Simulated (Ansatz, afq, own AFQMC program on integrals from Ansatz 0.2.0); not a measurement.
AFQMC on a folder of integrals that Ansatz 0.2.0 wrote.

```yaml
crystal:
  periodic: [false, false, false]
  atoms:
    - {symbol: Zn, position_ang: [0.000000, 0.000000, 0.000000]}
basis:
  gaussian: {orbitals: def2-TZVPP}
magnetization: {spin_polarized: false}
correlation: {method: ccsd_t, electrons: outside_noble_gas, hamiltonian_folder: ham}
```

```sh
$ ansatz run in.yaml --threads 1 --pin off --events-out ev --progress --plain --max-ram 1843MiB
```

afq runs on the folder ham with

```
--method free --trial cisd --walkers 60 --time-step 0.03 --max-blocks 80 --target-error 0.00042 --factor-cut 1e-05 --seed 2455 --times 0,0.21,0.42,0.81,1.2,1.8,2.4,3 --taylor-order 8
```

Times are imaginary, in 1/Eh. The walk had a cap of 1709 s.

Log:

```
orbitals 55  electrons 6 6  factors 429 of 451
reference energy -1777.80706627 Eh
CCSD correlation -0.44949142 Eh in 9 cycles, weight of the determinant in the CISD state 0.9054
repeat  energy at the last time / Eh  error
    10  -1778.270640  0.004532
    20  -1778.272463  0.004377
    30  -1778.271558  0.003396
    40  -1778.271562  0.002741
    50  -1778.269849  0.002627
    60  -1778.269193  0.002362
    70  -1778.271797  0.002557
    80  -1778.271352  0.002303
time / (1/Eh)  energy / Eh  error  mean overlap
  0.00  -1778.257036  0.000741  1.1052
  0.21  -1778.265565  0.000553  1.0936
  0.42  -1778.267874  0.000591  1.0824
  0.81  -1778.268188  0.000744  1.0708
  1.20  -1778.268162  0.000840  1.0939
  1.80  -1778.266783  0.000969  1.1330
  2.40  -1778.266297  0.001417  1.1777
  3.00  -1778.271352  0.002303  1.1544
energy -1778.271352 +/- 0.002303 Eh
```

The run failed at least one of its tests; the cautions name the faults.

Against this walk (error 62.7 meV) on the same determinant: CCSD(T) 35.5 meV higher (within the noise). The error is statistical, and a free projection of finite length keeps a remainder of its start. None of these is a sure reference here. The last points scatter (meV from the last: 86 ± 20 at 0.81, 87 ± 23 at 1.20, 124 ± 26 at 1.80, 138 ± 39 at 2.40, 0 ± 63 at 3.00); the last is the one printed as the energy, and the gaps above move with that scatter.

Cautions: remainder of the start not in the error; error above the target (62.7 against 11.4 meV); no relativity below Rb; outer-core shells of the metal frozen.

The walk took 11 min on 1 thread of Arm Neoverse N1 (shared host). The log's last line is the free-projection energy.

A walk keeps the symmetry of its determinant, which the program's search chose and which needn't be the lowest solution, so a lower state of the same spin and another symmetry isn't excluded.
